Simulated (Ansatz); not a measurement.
**SiH₅ (doublet): the correlation ladder at distance H1–H2 along a hydrogen transfer = 0.745 Å, cc-pVTZ**

One table from this session's results is given with a row withheld; the runs are named, their logs left out.

The runs use Ansatz 0.2.0, Gaussian basis; cc-pVTZ, core rule «outside noble gas», up to 5 orbitals frozen.

The runs, in order: UHF; CCSD(T) on ROHF; CCSD(T) on UHF; BCCD(T) on ROHF; CCSDT(Q) on ROHF; CCSDT(Q) on UHF; CASSCF and NEVPT2, 3 electrons in 3 orbitals; CASSCF and NEVPT2, 9 electrons in 9 orbitals.

### The geometry

The geometry derives from fragments relaxed apart (PBE0/def2-TZVP) and kept rigid, so it is no stationary point. A hydrogen atom is moved between rigid fragments.

6 atoms, charge 0, spin multiplicity 2.

Atoms are counted from 1 here; the program's logs count them from 0.

Bond lengths: H1–H2 0.745 Å, Si3–H4 1.486 Å, Si3–H5 1.486 Å, Si3–H6 1.486 Å. Angles: H4–Si3–H5 111.3°, H4–Si3–H6 111.3°, H5–Si3–H6 111.3°.

The first run:

in.yaml

```yaml
crystal:
  periodic: [false, false, false]
  atoms:
    - {symbol: H, position_ang: [-2.675503, 0.000000, -0.000001]}
    - {symbol: H, position_ang: [-1.930503, 0.000000, -0.000001]}
    - {symbol: Si, position_ang: [0.105497, 0.000000, 0.000000]}
    - {symbol: H, position_ang: [0.555471, -1.416253, 0.000000]}
    - {symbol: H, position_ang: [0.555471, 0.708126, -1.226511]}
    - {symbol: H, position_ang: [0.555470, 0.708127, 1.226511]}
basis:
  gaussian: {orbitals: cc-pVTZ}
magnetization: {spin_polarized: true, initial_magnetization: 1}
hamiltonian: {xc: hf}
output: {orbitals: {seedname: orbitals}}
```

Launch:

```bash
$ ansatz run in.yaml --threads 1 --pin off --events-out ev --progress --plain --max-ram 4096MiB --backend cpu
```

Among the steps run: UHF; CCSD(T) on ROHF; CCSD(T) on UHF; BCCD(T) on ROHF; CCSDT(Q) on ROHF; CCSDT(Q) on UHF; CASSCF and NEVPT2, 3 electrons in 3 orbitals; CASSCF and NEVPT2, 9 electrons in 9 orbitals.

One table of the session follows, with a row left open; its other results are not shown here.

```
        method  from UCCSDT(Q) (kJ/mol)
          ROHF                   +519.0
           UHF                   +510.2
          RMP2                   +103.5
          UMP2                   +103.3
         RCCSD                    +14.1
         UCCSD                    +13.9
      RCCSD(T)                     +2.7
      UCCSD(T)                     +2.7
       BCCD(T)                     +2.7
        RCCSDT                     +0.4
        UCCSDT                     +0.3
     RCCSDT(Q)                     +0.1
     UCCSDT(Q)                        0
   CASSCF pair                   +470.8
   NEVPT2 pair                   +103.7
CASSCF valence                        ?
NEVPT2 valence                   +107.7
```

Estimate the missing values for CASSCF valence.

The run gave: from UCCSDT(Q) (kJ/mol): +356.4. In the column «from UCCSDT(Q) (kJ/mol)» it lies between NEVPT2 valence (+107.7) and CASSCF pair (+470.8).

Limits of these values: Restricted and unrestricted rows rest on different reference determinants; where their highest levels disagree by more than a few hundredths of an eV, they describe different states and don't form one ladder.
